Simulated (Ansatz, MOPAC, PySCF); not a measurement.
Species: HO₂, charge -1, multiplicity 1. SMILES: [O-]O
Structure (B3LYP-D3(BJ)/def2-TZVP (Ansatz, a program for electronic structure) minimum search):
```
O
H 1 0.9626
O 1 1.5224 2 98.36
```
Charge -1, spin multiplicity 1.

Unscaled harmonic wavenumbers (cm⁻¹) in rising order, each level at the stationary point that it reaches from this structure (no distance between atoms moves by over 0.3 Å); the order of modes can differ between levels, and a negative number is imaginary. B3LYP-D3(BJ)/def2-TZVP (PySCF, at the structure above): 777, 1102, 3740.

AM1 (MOPAC): 1423, 1750, 3233. Zero-point energy 9.2 against 8.0 kcal/mol; where all levels lie over 400 cm⁻¹, the wavenumbers are on average 1.428 times those of B3LYP-D3(BJ)/def2-TZVP.

HF/6-31G* (Ansatz): 896, 1288, 4045. Zero-point energy 8.9 against 8.0 kcal/mol; where all levels lie over 400 cm⁻¹, the wavenumbers are on average 1.135 times those of B3LYP-D3(BJ)/def2-TZVP.
